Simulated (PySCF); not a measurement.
Species: C3H3O3 (charge -1).
SMILES with atom numbers: `[CH2:1]=[C:2]([O-:3])[C:4](=[O:5])[OH:6]` (hydrogens: H7, H8 on C1; H9 on O6)

Computed with PBE0-D3(BJ)/def2-SVP geometry optimisation, gas phase (PySCF).

(1) What internal coordinates does the optimisation give?

Results:

(1) 
```tsv
bond	length (pm)	order
C1=C2	138.7	double
C2–O3	125.1	single
C2–C4	154.1	single
C4=O5	121.1	double
C4–O6	136.6	single
C1–H7	109.0	single
C1–H8	109.5	single
O6–H9	96.9	single
```

Orders are formal, as drawn. A selection of angles:
```tsv
angle	degrees
C2–C1–H7	122.2
C2–C1–H8	118.7
H7–C1–H8	119.1
C1–C2–O3	130.3
C1–C2–C4	114.6
O3–C2–C4	115.0
C2–C4–O5	125.3
C2–C4–O6	116.6
O5–C4–O6	118.1
C4–O6–H9	102.6
```

Dihedral angles: C1–C2–C4–O5 179° (antiperiplanar); H9–O6–C4–C2 180° (antiperiplanar).

C2 (vinylic carbon bearing oxygen) is planar (angles 130.3°, 115.0° and 114.6°, sum 360.0°, 0.00 Å off the plane of its three neighbours). The 6 heavy atoms lie in one plane (0.012 Å rms). The 3 C–O bonds span 1.211 Å (C4=O5, drawn double) to 1.366 Å (C4–O6, drawn single), a spread of 0.155 Å. C1 (carbon bonded to C and 2 H) is planar (angles 122.2°, 119.1° and 118.7°, sum 360.0°, 0.00 Å off the plane of its three neighbours). The C–C distances run from 1.387 Å (C1=C2, drawn double in one of several resonance forms) to 1.541 Å (C2–C4, drawn single), a spread of 0.154 Å. C4 (carboxylic acid carbon) is planar (angles 125.3°, 118.1° and 116.6°, sum 360.0°, 0.00 Å off the plane of its three neighbours). Of the pairs four or more bonds apart, O6···H7 is among the closest relative to their van der Waals radii: 2.34 Å, 86 % of the sum of Bondi's values.

Point group: Cs (tolerance 0.08 Å). Stationary, but not proved a minimum. The geometry's basis has no diffuse functions, a weakness for an anion. Torsions: C1–C2–C4–O5 179°, C2–C4–O6–H 180°.

Hardware: x86-64 server, one thread (shared host). Cost: 32 s of wall time. These figures are those of the optimisation.

One conformer stands for the species.
